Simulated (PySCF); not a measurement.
`C=C[P+](C)(C)C`, [C$_{5}$H$_{12}$P]+, charge +1

Geometry:
```tsv
atom	x (Å)	y (Å)	z (Å)
C1	2.144	0.775	-1.047
C2	1.451	0.643	0.073
P3	-0.201	-0.061	0.166
C4	-1.323	1.183	0.850
C5	-0.789	-0.587	-1.460
C6	-0.166	-1.483	1.284
H7	3.132	1.206	-1.045
H8	1.765	0.464	-2.007
H9	1.847	0.963	1.029
H10	-2.320	0.757	0.962
H11	-1.370	2.045	0.185
H12	-0.962	1.508	1.826
H13	-0.828	0.266	-2.135
H14	-1.789	-1.008	-1.358
H15	-0.123	-1.347	-1.867
H16	0.196	-1.174	2.264
H17	-1.169	-1.895	1.386
H18	0.499	-2.249	0.884
```

Total charge +1.

Method used: GIAO KT3/pcSseg-1 magnetisability, rotational g tensor and spin-rotation constants, non-relativistic, gas phase in PySCF. Geometry: GFN2-xTB.

For an ion the centre-of-mass motion in the field is neglected.

Q: Give the nuclear spin-rotation constants along the inertial axes (H = +C I·J) beside the isotropic shieldings.

A: Rotational constants 3.3374, 2.0990, 2.0599 GHz. A star marks the isotopologue with that one atom substituted, in its own axes.
| atom | isotope | Caa (kHz) | Cbb (kHz) | Ccc (kHz) | mean (kHz) | σ (ppm) |
| --- | --- | --- | --- | --- | --- | --- |
| P3 | 31P | 5.250 | 3.206 | 3.251 | 3.902 | 326.6 |
| H7 | 1H | 0.168 | -0.150 | -0.260 | -0.080 | 24.7 |
| H8 | 1H | -0.359 | 0.179 | -0.279 | -0.153 | 25.2 |
| H9 | 1H | -0.372 | 0.160 | -0.276 | -0.163 | 25.6 |
| H10 | 1H | -0.027 | -0.244 | -0.252 | -0.174 | 29.8 |
| H11 | 1H | -0.334 | -0.260 | -0.044 | -0.213 | 29.8 |
| H12 | 1H | -0.423 | 0.013 | -0.251 | -0.221 | 29.6 |
| H13 | 1H | -0.336 | -0.210 | -0.093 | -0.213 | 29.7 |
| H14 | 1H | -0.062 | -0.192 | -0.281 | -0.179 | 29.7 |
| H15 | 1H | -0.340 | -0.198 | -0.103 | -0.213 | 29.7 |
| H16 | 1H | -0.422 | 0.010 | -0.249 | -0.221 | 29.6 |
| H17 | 1H | -0.028 | -0.244 | -0.251 | -0.174 | 29.8 |
| H18 | 1H | -0.336 | -0.250 | -0.053 | -0.213 | 29.8 |
| C1 | 13C* | 1.332 | 0.954 | 0.238 | 0.841 | 45.3 |
| C2 | 13C* | 1.127 | 0.816 | 0.290 | 0.744 | 69.3 |
| C4 | 13C* | 0.441 | 0.287 | 0.272 | 0.333 | 170.8 |

For the geometry as given, no vibrational averaging.

Q: How do the rotational constants and the g tensor change when H7, H8, H9, H10, H11, H12, H13, H14, H15, H16, H17, H18 are replaced by deuterium?

A: Constants 2.5584, 1.6969, 1.6549 GHz; g 0.0063, 0.0056, 0.0176, against 0.0082, 0.0070, 0.0219 before.
